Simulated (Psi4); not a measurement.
Psi4 input (wB97X-D/6-311+G**):

```
memory 1500 MB

molecule {
0 3
C    -0.55287434    0.11927273   -0.19018522
O     0.68316887   -0.14339306    0.12043022
H    -1.25806185   -0.68732560    0.05739851
H    -0.89004310    1.11883370    0.12027106
symmetry c1
no_reorient
no_com
}

set {
  basis 6-311+G**
  reference uks
  scf_type pk
  dft_radial_points 99
  dft_spherical_points 590
  e_convergence 1e-8
  d_convergence 1e-7
  maxiter 150
}

e = energy('wb97x-d')
print_out(f'\nFINAL {e:.10f} DIPOLE {variable("CURRENT DIPOLE")[0]:.6f} {variable("CURRENT DIPOLE")[1]:.6f} {variable("CURRENT DIPOLE")[2]:.6f}\n')
```

Output:

```
   => Loading Basis Set <=

    Name: 6-311+G**
    Role: ORBITAL
    Keyword: BASIS
    atoms 1   entry C          line   129 file 6-311pgss.gbs
    atoms 2   entry O          line   171 file 6-311pgss.gbs
    atoms 3-4 entry H          line    42 file 6-311pgss.gbs

   => WB97X-D: Empirical Dispersion <=

    Chai and Head-Gordon Dispersion Correction
    Chai, J.-D.; Head-Gordon, M. (2010), J. Chem. Phys., 132: 6615-6620

        s6 =       1.000000

         ---------------------------------------------------------
                                   SCF
               by Justin Turney, Rob Parrish, Andy Simmonett
                          and Daniel G. A. Smith
                              UKS Reference
         ---------------------------------------------------------

  ==> Geometry <==

    Molecular point group: c1
    Full point group: C1

    Geometry (in Angstrom), charge = 0, multiplicity = 3:

       Center              X                  Y                   Z               Mass
    ------------   -----------------  -----------------  -----------------  -----------------
         C           -0.552874340000     0.119272730000    -0.190185220000    12.000000000000
         O            0.683168870000    -0.143393060000     0.120430220000    15.994914619570
         H           -1.258061850000    -0.687325600000     0.057398510000     1.007825032230
         H           -0.890043100000     1.118833700000     0.120271060000     1.007825032230

  Running in c1 symmetry.

  Rotational constants: A =      8.57807  B =      1.14415  C =      1.04080 [cm^-1]
  Rotational constants: A = 257164.03849  B =  34300.73321  C =  31202.42587 [MHz]
  Nuclear repulsion =   29.779404467411901

  Charge       = 0
  Multiplicity = 3
  Electrons    = 16
  Nalpha       = 9
  Nbeta        = 7

  ==> Algorithm <==

  SCF Algorithm Type is PK.
  DIIS enabled.
  MOM disabled.
  Fractional occupation disabled.
  Guess Type is SAD.
  Energy threshold   = 1.00e-08
  Density threshold  = 1.00e-07
  Integral threshold = 1.00e-12

  ==> Primary Basis <==

  Basis Set: 6-311+G**
    Blend: 6-311+G**
    Number of shells: 28
    Number of basis functions: 56
    Number of Cartesian functions: 58
    Spherical Harmonics?: true
    Max angular momentum: 2

  ==> DFT Potential <==

   => LibXC <=

    Version 7.1.2
    S. Lehtola, C. Steigemann, M. J. T. Oliveira, and M. A. L. Marques,  SoftwareX 7, 1–5 (2018) (10.1016/j.softx.2017.11.002)

   => Composite Functional: WB97X-D <=

    wB97X-D Hyb-GGA Exchange-Correlation Functional

    J.-D. Chai and M. Head-Gordon,  Phys. Chem. Chem. Phys. 10, 6615–6620 (2008) (10.1039/B810189B)

    Deriv               =              1
    GGA                 =           TRUE
    Meta                =          FALSE

    Exchange Hybrid     =           TRUE
    MP2 Hybrid          =          FALSE

   => Exchange-Correlation Functionals <=

    1.0000   wB97X-D range-separated functional

   => Exact (HF) Exchange <=

    0.7780            HF,LR [omega = 0.2000]
    0.2220               HF

   => LibXC Density Thresholds  <==

    XC_HYB_GGA_XC_WB97X_D:  1.00E-14

   => Molecular Quadrature <=

    Radial Scheme          =       TREUTLER
    Pruning Scheme         =           NONE
    Nuclear Scheme         =       TREUTLER

    Blocking Scheme        =         OCTREE
    BS radius alpha        =              1
    Pruning alpha          =              1
    Radial Points          =             99
    Spherical Points       =            590
    Total Points           =         227668
    Total Blocks           =           1695
    Max Points             =            256
    Max Functions          =             56
    Weights Tolerance      =       1.00E-15

  ==> Integral Setup <==

  Using in-core PK algorithm.
   Calculation information:
      Number of atoms:                   4
      Number of AO shells:              28
      Number of primitives:             50
      Number of atomic orbitals:        58
      Number of basis functions:        56

      Integral cutoff                 1.00e-12
      Number of threads:                 1

  Performing in-core PK
  Using 3823218 doubles for integral storage.
  We computed 82603 shell quartets total.
  Whereas there are 82621 unique shell quartets.

  Computing range-separated integrals for PK
  We computed 82603 wK shell quartets total.
  Whereas there are 82621 wK unique shell quartets.

  ==> DiskJK: Disk-Based J/K Matrices <==

    J tasked:                  Yes
    K tasked:                  Yes
    wK tasked:                 Yes
    Omega:               2.000E-01
    Schwarz Cutoff:          1E-12


  Cached 100.0% of DFT collocation blocks in 0.336 [GiB].

  Minimum eigenvalue in the overlap matrix is 4.8967633073E-03.
  Reciprocal condition number of the overlap matrix is 7.9333580130E-04.
    Using symmetric orthogonalization.

  ==> Pre-Iterations <==

  SCF Guess: Superposition of Atomic Densities via on-the-fly atomic UHF (no occupation information).

   -------------------------
    Irrep   Nso     Nmo
   -------------------------
     A         56      56
   -------------------------
    Total      56      56
   -------------------------

  ==> Iterations <==

                        Total Energy        Delta E     RMS |[F,P]|

   @UKS iter SAD:  -113.73003893333599   -1.13730e+02   0.00000e+00
   @UKS iter   1:  -114.32144070475397   -5.91402e-01   6.25293e-03 DIIS/ADIIS
   @UKS iter   2:  -114.35357745199424   -3.21367e-02   5.28678e-03 DIIS/ADIIS
   @UKS iter   3:  -114.38454083260248   -3.09634e-02   1.28809e-03 DIIS/ADIIS
   @UKS iter   4:  -114.38708468919596   -2.54386e-03   5.22798e-04 DIIS/ADIIS
   @UKS iter   5:  -114.38798330087064   -8.98612e-04   1.40465e-04 DIIS/ADIIS
   @UKS iter   6:  -114.38815448565535   -1.71185e-04   5.19518e-05 DIIS
   @UKS iter   7:  -114.38818684999367   -3.23643e-05   1.32684e-05 DIIS
   @UKS iter   8:  -114.38818839404037   -1.54405e-06   4.54519e-06 DIIS
   @UKS iter   9:  -114.38818851286938   -1.18829e-07   8.19060e-07 DIIS
   @UKS iter  10:  -114.38818851817643   -5.30706e-09   2.32245e-07 DIIS
   @UKS iter  11:  -114.38818851844965   -2.73218e-10   4.30102e-08 DIIS
  Energy and wave function converged.

  ==> Post-Iterations <==

   Electrons on quadrature grid:
      Nalpha   =    8.9999999864 ; deviation = -1.363e-08
      Nbeta    =    7.0000000049 ; deviation = 4.925e-09
      Ntotal   =   15.9999999913 ; deviation = -8.703e-09

   @Spin Contamination Metric:   6.816253513E-03
   @S^2 Expected:                2.000000000E+00
   @S^2 Observed:                2.006816254E+00
   @S   Expected:                1.000000000E+00
   @S   Observed:                1.000000000E+00

    Orbital Energies [Eh]
    ---------------------

    Alpha Occupied:

       1A    -19.345780     2A    -10.346463     3A     -1.196374
       4A     -0.764567     5A     -0.616457     6A     -0.576427
       7A     -0.527838     8A     -0.448871     9A     -0.282015

    Alpha Virtual:

      10A      0.070288    11A      0.093188    12A      0.096538
      13A      0.115003    14A      0.214322    15A      0.230943
      16A      0.259538    17A      0.277261    18A      0.282655
      19A      0.307945    20A      0.381756    21A      0.503221
      22A      0.533192    23A      0.604894    24A      0.657944
      25A      0.681057    26A      0.856710    27A      1.054575
      28A      1.064769    29A      1.093838    30A      1.170615
      31A      1.264569    32A      1.457770    33A      1.505194
      34A      1.545906    35A      1.656327    36A      1.690089
      37A      1.929142    38A      1.970651    39A      2.128251
      40A      2.430565    41A      2.484610    42A      2.501010
      43A      2.697957    44A      2.795678    45A      2.822568
      46A      2.850507    47A      3.227235    48A      3.317683
      49A      3.333782    50A      3.794794    51A      3.985977
      52A      4.996003    53A      5.016134    54A      5.600850
      55A     23.936380    56A     49.908567

    Beta Occupied:

       1A    -19.319426     2A    -10.336753     3A     -1.125176
       4A     -0.710731     5A     -0.544971     6A     -0.538381
       7A     -0.453779

    Beta Virtual:

       8A     -0.097614     9A      0.022150    10A      0.081605
      11A      0.101478    12A      0.106936    13A      0.146699
      14A      0.228421    15A      0.251753    16A      0.263714
      17A      0.291195    18A      0.293038    19A      0.326475
      20A      0.395101    21A      0.519260    22A      0.556727
      23A      0.643444    24A      0.674310    25A      0.699895
      26A      0.873601    27A      1.077549    28A      1.106611
      29A      1.124781    30A      1.209144    31A      1.293590
      32A      1.495605    33A      1.521701    34A      1.591585
      35A      1.679613    36A      1.707720    37A      1.967500
      38A      2.008210    39A      2.148173    40A      2.455946
      41A      2.511507    42A      2.518232    43A      2.721543
      44A      2.849538    45A      2.916275    46A      2.948351
      47A      3.255837    48A      3.359847    49A      3.399672
      50A      3.820778    51A      4.018596    52A      5.066276
      53A      5.105445    54A      5.633707    55A     23.953976
      56A     49.937485

    Final Occupation by Irrep:
              A
    DOCC [     7 ]
    SOCC [     2 ]
    NA   [     9 ]
    NB   [     7 ]

  @UKS Final Energy:  -114.38818851844965

   => Energetics <=

    Nuclear Repulsion Energy =             29.7794044674119007
    One-Electron Energy =                -214.2933394412078201
    Two-Electron Energy =                  80.2797029855203590
    DFT Exchange-Correlation Energy =     -10.1537781011696673
    Empirical Dispersion Energy =          -0.0001784290044278
    VV10 Nonlocal Energy =                  0.0000000000000000
    Total Energy =                       -114.3881885184496525

  UHF NO Occupations:
  HONO-2 :    7  A 1.9984125
  HONO-1 :    8  A 1.0000000
  HONO-0 :    9  A 1.0000000
  LUNO+0 :   10  A 0.0015875
  LUNO+1 :   11  A 0.0008344
  LUNO+2 :   12  A 0.0006432
  LUNO+3 :   13  A 0.0002279

Computation Completed

Properties will be evaluated at   0.000000,   0.000000,   0.000000 [a0]

Properties computed using the SCF density matrix

 Multipole Moments:

 ------------------------------------------------------------------------------------
     Multipole            Electronic (a.u.)      Nuclear  (a.u.)        Total (a.u.)
 ------------------------------------------------------------------------------------

 L = 1.  Multiply by 2.5417464519 to convert [e a0] to [Debye]
 Dipole X            :         -0.5767978           -0.0000001           -0.5767979
 Dipole Y            :          0.1096590            0.0000000            0.1096590
 Dipole Z            :          0.2260263            0.0000000            0.2260263
 Magnitude           :                                                    0.6291334

 ------------------------------------------------------------------------------------

FINAL -114.3881885184 DIPOLE -0.576798 0.109659 0.226026

*** Psi4 exiting successfully. Buy a developer a beer!
```
